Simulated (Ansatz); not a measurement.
`F[SiH]` + CH₃OH → `CO[SiH]` + H–F at 600 K and 1 bar (ligand exchange at the Si–F bond).

Program: Ansatz. Geometries: PBE0-D4/def2-TZVP. ΔE: electronic, gas phase. CBS: MP2 limit from def2 TZ/QZ plus the TZ coupled-cluster correction, frozen cores. This one scheme is used for every species.

```json
{"species": "`F[SiH]`", "CCSD(T)/CBS energy (Eh)": "-389.46371", "H − E (kJ/mol)": "45.2", "S (J/(mol·K))": "268.7"}
{"species": "CH₃OH", "CCSD(T)/CBS energy (Eh)": "-115.61712", "H − E (kJ/mol)": "163.6", "S (J/(mol·K))": "277.3"}
{"species": "`CO[SiH]`", "CCSD(T)/CBS energy (Eh)": "-404.67988", "H − E (kJ/mol)": "167.6", "S (J/(mol·K))": "334.2"}
{"species": "H–F", "CCSD(T)/CBS energy (Eh)": "-100.39570", "H − E (kJ/mol)": "42.3", "S (J/(mol·K))": "194.0"}
```

H − E and S are ideal-gas, rigid-rotor, harmonic terms from PBE0-D4/def2-TZVP. 1 Eh = 2625.50 kJ/mol, R = 8.31446 J/(mol·K).

By hand: ΔE, ΔH, ΔS and ΔG.

ΔE = (-404.67988) + (-100.39570) − (-389.46371) − (-115.61712) = 0.00525 Eh = 13.8 kJ/mol. Δ(H − E) = 167.6 + 42.3 − 45.2 − 163.6 = 1.1, so ΔH = 14.9 kJ/mol. ΔS = 334.2 + 194.0 − 268.7 − 277.3 = -17.8 J/(mol·K). ΔG = 14.9 − 600 × (-17.8)/1000 = 25.6 kJ/mol.

By hand: the equilibrium constant, and the temperature at which ΔG would vanish if ΔH and ΔS stayed fixed.

log₁₀ K = −ΔG/(RT ln 10) = -2.2. ΔH and −TΔS have one sign here, so there is no such temperature.

TΔS isn't small against ΔH here. A doubt of 5 kJ/mol in ΔE shifts log₁₀ K by 0.4 here. These are equilibria of isolated gas molecules and say nothing of rates. Largest T1 diagnostic: 0.015 (customary marks: 0.02 for closed shells, 0.045 for open ones).
